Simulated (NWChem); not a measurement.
**Total energies of HO**

```xyz
2

O      0.0000     0.0000     0.1085
H      0.0000     0.0000    -0.8679
```
Charge 0, spin multiplicity 2.

All runs are NWChem calculations. All single points use one geometry, from UPBE0/def2-SVP, a minimum by its harmonic frequencies.

Basis set: STO-3G (6 functions).

```
method   total energy (Ha)
-------  -----------------
UHF              -74.36329
UMP2             -74.37928
UB2PLYP          -74.57179
UPBE             -74.57337
UB3LYP           -74.65931
UBLYP            -74.62953
```

Total energies of different functionals aren't comparable as a measure of quality: only differences taken within one method are. 

The correlated methods keep 1 core orbital frozen. B3LYP has NWChem's definition, with VWN1-RPA local correlation. The structure started from a generated list of species. The unpaired electrons of the parent sit in orbitals of symmetry b1 (C2v labels of the run); other states weren't searched. No SCF solution was tested for a lower state. Open-shell Hartree-Fock references start from PBE0 orbitals.
